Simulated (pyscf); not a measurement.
Single points on ωB97X-D3(BJ)/def2-SVP structures (PySCF, gas phase).

Task: Estimate by transition-state theory the rate constant of HO–Ag (SMILES [OH][Ag]) + H₂ (SMILES [H][H]) → AgH (SMILES [AgH]) + H₂O (SMILES O) (singlet surface; Ag–O, H–H broken, Ag–H, H–O formed) at 298 K, with ωB97M-D3(BJ)/def2-TZVP energies (ideal gas, 1 atm, RRHO with modes under 100 cm⁻¹ raised to 100, one conformer, R ln 2 for chiral ones without a mode under 150 cm⁻¹; no tunnelling).

Result: The electronic barrier is 11.2 kcal/mol and the thermal terms add +7.6, so ΔG‡ = 18.8 kcal/mol. With k_BT/h = 6.21e+12 s⁻¹ and RT = 0.592 kcal/mol, and a volume of 4.06e-20 cm³ per molecule at 1 atm, k = 4.0e-21 cm³ molecule⁻¹ s⁻¹. Wigner's tunnelling factor for 1072i cm⁻¹ would be 2.11, likely too low at so high a frequency. A shift of 1 kcal/mol in the barrier changes k by a factor 5.4. On the product side the descent ends in a bound adduct (not fully relaxed), 10.4 kcal/mol under the separated species and 35.1 kcal/mol under the saddle at ωB97X-D3(BJ)/def2-TZVP. The reactants may also form a dative adduct at HO–Ag; it and routes through it were not searched. At the saddle there is also a short Ag–H contact that neither side keeps. This is the saddle that the search found; another between the same sides may lie lower. Elements past Kr carry the def2 core potentials, without spin-orbit coupling.
